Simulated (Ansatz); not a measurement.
```tsv
atom	x (Å)	y (Å)	z (Å)
C	0.7026	1.8209	0.0000
C	0.7026	0.2963	0.0000
C	-0.7026	-0.2963	0.0000
C	-0.7026	-1.8209	0.0000
H	1.7198	2.2223	0.0000
H	-1.7198	-2.2223	0.0000
H	0.1882	2.2104	0.8836
H	0.1882	2.2104	-0.8836
H	-0.1882	-2.2104	0.8836
H	-0.1882	-2.2104	-0.8836
H	1.2477	-0.0727	-0.8776
H	1.2477	-0.0727	0.8776
H	-1.2477	0.0727	-0.8776
H	-1.2477	0.0727	0.8776
```

Basis set: pcseg-2 (spherical functions). Charge 0, multiplicity 1.

Computed with Ansatz (development build ahead of 0.2.0); free ground-state atoms in the same class of orbitals, no zero-point energy, no relativity. Restricted functionals stand beside restricted open-shell atoms, which can lie above the unrestricted atoms usual in DFT and then raise those values.

The atomization energy of singlet C4H10 from measured heats of formation, zero-point and thermal terms removed is 56.407 eV (G2/97 set, Curtiss et al., J. Chem. Phys. 106, 1063 (1997), as shipped with ASE); it holds spin-orbit and other relativistic effects.

(1) How far do ωB97X (restricted), r²SCAN (restricted) miss it in this basis?

## Answers

(1)

```csv
method,atomization energy (eV),computed − measured (eV)
ωB97X (restricted),56.775,0.368
r²SCAN (restricted),56.841,0.434
```
